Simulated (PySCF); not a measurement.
# C4H7ClO: the cost of one run

The runs use PySCF 2.14.0, with density-fitted response routines of our own; the level of theory stands in each step. All values are computed, except where a source is named. Atoms count from 0, in the outputs and in this text.

## 1. The starting structure

13 atoms, charge 0, multiplicity 1; geometry from: GFN2-xTB. The atoms were then displaced at random by about 0.01 Å, so the start is not that level's minimum.

Bonds of the start (Å): C0–C1 1.56, C1–C2 1.54, C1–C3 1.52, C3–O4 1.19, C3–Cl5 1.75, C0–H6 1.07, C0–H7 1.08, C0–H8 1.08, C1–H9 1.11, C2–H10 1.09, C2–H11 1.08, C2–H12 1.09.

## 2. Relaxing the molecule at PBE0-D3(BJ)/def2-SVP

Job settings and geometry (Å):

```
{"job": {"xc": "PBE0", "basis": "def2-SVP", "d3": "d3bj", "grid": 1, "shake": 0.01, "kind": "geom"}, "charge": 0, "multiplicity": 1}
C      0.899590    -1.017010    -0.361250
C     -0.011850    -0.005760     0.399440
C     -1.476560    -0.073680    -0.078840
C      0.567580     1.383020     0.182780
O      0.088570     2.249970    -0.483800
Cl     2.060430     1.639680     1.054560
H      0.519310    -2.004280    -0.214120
H      1.922390    -0.933440    -0.021600
H      0.855790    -0.763820    -1.410520
H      0.052550    -0.233960     1.479540
H     -2.079980     0.635890     0.485630
H     -1.844110    -1.070660     0.096190
H     -1.547870     0.177170    -1.138340
```

On the command line:

```console
OMP_NUM_THREADS=1 python probes_run.py task.json out
```

The driver reads the jobs from task.json and runs them one after another.

**Question.** How long does this first job take on 1 thread of Arm Neoverse V1, shared host, and how much memory does it need?

About 54 s, with a peak of 0.52 GiB.
